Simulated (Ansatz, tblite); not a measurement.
# Si(SMe)H3 (CH₆SSi): rung by rung

Aim: run the singlet of Si(SMe)H3 (CH₆SSi) at one geometry on many levels, and compare frontier levels, spin and run time.

Program: Ansatz 0.2.0, Gaussian basis. Level of theory: as each input shows. These are calculated values, not measurements.

Levels to be run: GFN1-xTB, GFN2-xTB, PBE-D4/def2-TZVP, r2SCAN-D4/def2-TZVP, HSE06-D4/def2-TZVP, B3LYP-D4/def2-TZVP, HF/def2-TZVP, r2SCAN0-D4/def2-TZVP, BLYP-D4/def2-TZVP, B97M-V/def2-TZVP, LDA/def2-TZVP, PBE-D4/def2-SVP, PBE0-D4/def2-SVP, HF/STO-3G, PBE0-D4/def2-TZVPD, PBE-D4/def2-TZVPD, r2SCAN-D4/def2-TZVPD, CCSD(T)/def2-TZVPP, MP2/def2-TZVP, RPA/def2-TZVP, CCSD(T)/def2-TZVPD.

2 further runs of the same task are left out: 2 that didn't finish.

## (1) The relaxed structure

The singlet was relaxed beforehand with PBE-D4/def2-TZVP.

9 atoms, charge 0, spin multiplicity 1.

Bond lengths: Si1–S2 2.138 Å, Si1–H7 1.498 Å, Si1–H8 1.493 Å, Si1–H9 1.498 Å, S2–C3 1.832 Å, C3–H4 1.097 Å, C3–H5 1.097 Å, C3–H6 1.097 Å. Angles: S2–Si1–H7 111.6°, S2–Si1–H8 106.2°, S2–Si1–H9 111.1°, H7–Si1–H8 110.0°, H7–Si1–H9 107.8°, H8–Si1–H9 110.2°, Si1–S2–C3 99.0°, S2–C3–H4 111.0°, S2–C3–H5 106.6°, S2–C3–H6 111.2°, H4–C3–H5 109.0°, H4–C3–H6 110.1°, H5–C3–H6 108.9°.

PBE0-D4/def2-TZVP was run before; its log isn't repeated, and its numbers join the tables.

## (2) GFN1-xTB

Tight binding, by tblite at 300 K electronic temperature and without a spin-polarisation term:

```python
tblite.interface.Calculator('GFN1-xTB', numbers, positions, charge=0, uhf=0).singlepoint()
```

Energy -297.7766 eV, HOMO -11.42 eV, LUMO -5.92 eV; 0.007 s.

## (3) GFN2-xTB

Tight binding, by tblite at 300 K electronic temperature and without a spin-polarisation term:

```python
tblite.interface.Calculator('GFN2-xTB', numbers, positions, charge=0, uhf=0).singlepoint()
```

Energy -277.3164 eV, HOMO -10.06 eV, LUMO -5.85 eV; 0.005 s.

## (4) PBE-D4/def2-TZVP

start.molden holds the orbitals of an earlier run on this state, given as this run's starting guess.

File in.yaml:

```yaml
crystal:
  periodic: [false, false, false]
  atoms:
    - {symbol: Si, position_ang: [-0.372589, 0.844833, -1.172066]}
    - {symbol: S, position_ang: [-0.438112, 0.804706, 0.965051]}
    - {symbol: C, position_ang: [0.359571, -0.820301, 1.246981]}
    - {symbol: H, position_ang: [-0.226629, -1.629756, 0.793989]}
    - {symbol: H, position_ang: [0.392660, -0.967894, 2.333311]}
    - {symbol: H, position_ang: [1.384177, -0.832474, 0.854442]}
    - {symbol: H, position_ang: [1.036057, 0.839148, -1.681892]}
    - {symbol: H, position_ang: [-1.059010, 2.104220, -1.585174]}
    - {symbol: H, position_ang: [-1.076113, -0.342483, -1.754643]}
basis:
  gaussian: {orbitals: def2-TZVP, initial_orbitals: start.molden}
hamiltonian: {xc: pbe, dispersion: d4}
scf: {omitted_lower_state_checks: [starts]}
output: {orbitals: {seedname: orbitals}}
```

Started as:

```
$ ansatz run in.yaml --threads 4 --pin off --events-out ev --progress --plain --max-ram 3916MiB
```

The runs that follow: r2SCAN-D4/def2-TZVP; HSE06-D4/def2-TZVP; B3LYP-D4/def2-TZVP; HF/def2-TZVP; r2SCAN0-D4/def2-TZVP; BLYP-D4/def2-TZVP; B97M-V/def2-TZVP; LDA/def2-TZVP; PBE-D4/def2-SVP; PBE0-D4/def2-SVP; HF/STO-3G; PBE0-D4/def2-TZVPD; PBE-D4/def2-TZVPD; r2SCAN-D4/def2-TZVPD; CCSD(T)/def2-TZVPP; MP2/def2-TZVP; RPA/def2-TZVP; CCSD(T)/def2-TZVPD.

**Question.** What will the summary of the whole plan be? Wanted: gap in def2-TZVP, named functionals and Hartree-Fock, smallest and largest; correlation energy, CCSD(T)/def2-TZVPP; correlation energy, MP2/def2-TZVP; correlation energy, CCSD(T)/def2-TZVPD; binding an atom, CCSD(T)/def2-TZVPP; PBE0 total energy, smallest basis above largest.

The runs gave:

```
                                                                  quantity                           value
gap in def2-TZVP, named functionals and Hartree-Fock, smallest and largest    4.86 eV (LDA), 12.87 eV (HF)
                                    correlation energy, CCSD(T)/def2-TZVPP                       -15.21 eV
                                         correlation energy, MP2/def2-TZVP                       -12.67 eV
                                    correlation energy, CCSD(T)/def2-TZVPD                       -14.82 eV
                                       binding an atom, CCSD(T)/def2-TZVPP                        3.281 eV
                           PBE0 total energy, smallest basis above largest  7.82 eV (def2-SVP, def2-TZVPD)
```

What this shows: Orbital gaps of the named functionals and Hartree-Fock in def2-TZVP span 4.86 eV (LDA) to 12.87 eV (HF); exact exchange widens it. A small miss in a minimal or small basis is a cancelling of errors, not accuracy. The functionals in def2-TZVP miss CCSD(T)/def2-TZVPP by +0.045 (BLYP-D4) to +0.468 eV (LDA) an atom. The reference is CCSD(T) in one finite basis, so it carries an error of its own, often a tenth of an eV or more, and near misses can't be ranked.
